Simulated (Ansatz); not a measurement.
```yaml
crystal:
  periodic: [false, false, false]
  atoms:
    - {symbol: N, position_ang: [-1.473063, 0.000000, 0.000000]}
    - {symbol: Ga, position_ang: [0.321837, 0.000000, 0.000000]}
    - {symbol: H, position_ang: [-1.983063, 0.887400, 0.000000]}
    - {symbol: H, position_ang: [-1.983063, -0.887400, 0.000000]}
    - {symbol: H, position_ang: [1.086837, 1.331100, 0.000000]}
    - {symbol: H, position_ang: [1.086837, -1.331100, 0.000000]}
basis:
  gaussian: {orbitals: def2-TZVP}
magnetization: {spin_polarized: true, initial_magnetization: 2}
hamiltonian: {xc: pbe0}
relax: {f_tol: 0.004, max_steps: 80}
```

```sh
$ ansatz run in.yaml --threads 1 --pin off --events-out ev --progress --plain --max-ram 2176MiB
```

Steps of the relaxation (energy above the last step; positions in Å, forces in eV/Å):

```
6
step 1, 998.7 meV
N    -1.473    0.000    0.000   -4.148    0.000    0.000
Ga    0.322    0.000    0.000    5.697    0.000    0.000
H    -1.983    0.887    0.000   -0.433   -0.591    0.000
H    -1.983   -0.887    0.000   -0.433    0.591    0.000
H     1.087    1.331    0.000   -0.341    0.531    0.000
H     1.087   -1.331    0.000   -0.341   -0.531    0.000
```

```
6
step 2, 375.4 meV
N    -1.461    0.000    0.000   -2.028    0.000    0.000
Ga    0.447    0.000    0.000    3.245    0.000    0.000
H    -1.999    0.865    0.000   -0.291   -0.261    0.000
H    -1.999   -0.865    0.000   -0.291    0.261    0.000
H     1.034    1.450    0.000   -0.318   -0.152    0.000
H     1.034   -1.450    0.000   -0.318    0.152    0.000
```

```
6
step 3, 49.3 meV
N    -1.461    0.000    0.000   -0.590    0.000    0.000
Ga    0.609    0.000    0.000    0.895    0.000    0.000
H    -2.036    0.840    0.000   -0.085   -0.001    0.000
H    -2.036   -0.840    0.000   -0.085    0.001    0.000
H     0.990    1.510    0.000   -0.067   -0.269    0.000
H     0.990   -1.510    0.000   -0.067    0.269    0.000
```

```
6
step 7, 0.0 meV
N    -1.499    0.000    0.000    0.000    0.000    0.000
Ga    0.695    0.000    0.000    0.000    0.000    0.000
H    -2.087    0.833    0.000    0.000    0.000    0.000
H    -2.087   -0.833    0.000    0.000    0.000    0.000
H     1.017    1.502    0.000    0.000    0.000    0.000
H     1.017   -1.502    0.000    0.000    0.000    0.000
```

Close pairs at the end: N1–H3 1.020 Å, N1–H4 1.020 Å, Ga2–H6 1.536 Å, Ga2–H5 1.536 Å, N1–Ga2 2.194 Å.

A stationary point of unrestricted PBE0 after 7 steps, with ⟨S²⟩ = 2.010 against 2.00 for a pure state; no frequencies were run, so it isn't proven a minimum. 52 s on 1 thread of Arm Neoverse V2, shared host.
